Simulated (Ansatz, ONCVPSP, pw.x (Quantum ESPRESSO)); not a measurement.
## pw.x on diamond Ti: one setting changed

Potential: optimised norm-conserving Vanderbilt (ONCV), ONCVPSP 4.0.1.1 (patched build), PBEsol; core [Ne], reference 3s2 3p6 3d2 4s2; waves: 3s+4s: rc 1.50 bohr, ncon 3, nbas 7, qcut 7.9 1/bohr, 4 projectors, debl 1.4 Ha; 3p: rc 1.55 bohr, ncon 3, nbas 7, qcut 7.2 1/bohr, 1 projector; 3d: rc 1.50 bohr, ncon 4, nbas 8, qcut 11.8 1/bohr, local; local part: the d channel; core correction: none.

The reference run (k-mesh 8³, cutoffs 120/480 Ry, Fermi–Dirac 0.01 Ry, mixing_beta 0.4, conv_thr 1e-9, no spin) gives 0.36 GPa at 21.349 Å³/atom, where all-electron LAPW gives -0.01 GPa. This run, with its own iteration cap, changes mixing_ndim to 4.

```
&control
  calculation='scf', prefix='x', pseudo_dir='./', outdir='./tmp', tstress=.true., disk_io='none'
/
&system
  ibrav=0, nat=2, ntyp=1, ecutwfc=120, ecutrho=480, nbnd=21,
  occupations='smearing', smearing='fd', degauss=0.01
/
&electrons
  conv_thr=1e-09, mixing_beta=0.4, electron_maxstep=60, mixing_ndim=4
/
ATOMIC_SPECIES
Ti 1.0 Ti.UPF
CELL_PARAMETERS angstrom
  0.00000000 2.77412385 2.77412385
  2.77412385 0.00000000 2.77412385
  2.77412385 2.77412385 0.00000000
ATOMIC_POSITIONS crystal
Ti 0.0000 0.0000 0.0000
Ti 0.2500 0.2500 0.2500
K_POINTS automatic
8 8 8 0 0 0
```

```bash
pw.x < Ti.scf.in > Ti.scf.out
```

How does the run end?

It converges in 9 iterations; the free energy moves by +0.0 meV/atom and the pressure by +0.00 GPa. The result is that of the reference run.

```
Message from routine setup:
     using ibrav=0 with symmetry is DISCOURAGED, use correct ibrav instead
     lattice parameter (alat)  =       7.4138  a.u.
     unit-cell volume          =     288.1404 (a.u.)^3
     number of electrons       =        24.00
     number of Kohn-Sham states=           21
     kinetic-energy cutoff     =     120.0000  Ry
     charge density cutoff     =     480.0000  Ry
     scf convergence threshold =      1.0E-09
     Exchange-correlation= PBESOL
     number of k points=    29  Fermi-Dirac smearing, width (Ry)=  0.0100
     iteration #  1     ecut=   120.00 Ry     beta= 0.40
     total energy              =    -232.94321523 Ry
     estimated scf accuracy    <       0.02756957 Ry
     iteration #  2     ecut=   120.00 Ry     beta= 0.40
     total energy              =    -232.94774576 Ry
     estimated scf accuracy    <       0.00310597 Ry
     iteration #  3     ecut=   120.00 Ry     beta= 0.40
     total energy              =    -232.94764601 Ry
     estimated scf accuracy    <       0.00070028 Ry
     iteration #  4     ecut=   120.00 Ry     beta= 0.40
     total energy              =    -232.94774493 Ry
     estimated scf accuracy    <       0.00006920 Ry
     iteration #  5     ecut=   120.00 Ry     beta= 0.40
     total energy              =    -232.94774766 Ry
     estimated scf accuracy    <       0.00000840 Ry
     iteration #  6     ecut=   120.00 Ry     beta= 0.40
     total energy              =    -232.94774983 Ry
     estimated scf accuracy    <       0.00000557 Ry
     iteration #  7     ecut=   120.00 Ry     beta= 0.40
     total energy              =    -232.94775072 Ry
     estimated scf accuracy    <       0.00000003 Ry
     iteration #  8     ecut=   120.00 Ry     beta= 0.40
     total energy              =    -232.94775074 Ry
     estimated scf accuracy    <          1.4E-09 Ry
     iteration #  9     ecut=   120.00 Ry     beta= 0.40
     the Fermi energy is     9.9523 ev
!    total energy              =    -232.94775074 Ry
     estimated scf accuracy    <          3.8E-10 Ry
     smearing contrib. (-TS)   =      -0.02466492 Ry
     The total energy is F=E-TS. E is the sum of the following terms:
     one-electron contribution =    -121.54386262 Ry
     hartree contribution      =      65.49319532 Ry
     xc contribution           =     -28.90419060 Ry
     ewald contribution        =    -147.96822792 Ry
     convergence has been achieved in   9 iterations
          total   stress  (Ry/bohr**3)                   (kbar)     P=        3.62
     Message from routine punch:
     Nothing written, as per user request (disk_io='none')
```

The run took about 72 s on one core of a shared host (Neoverse-V1, 32 threads, 247 GiB, load 12).
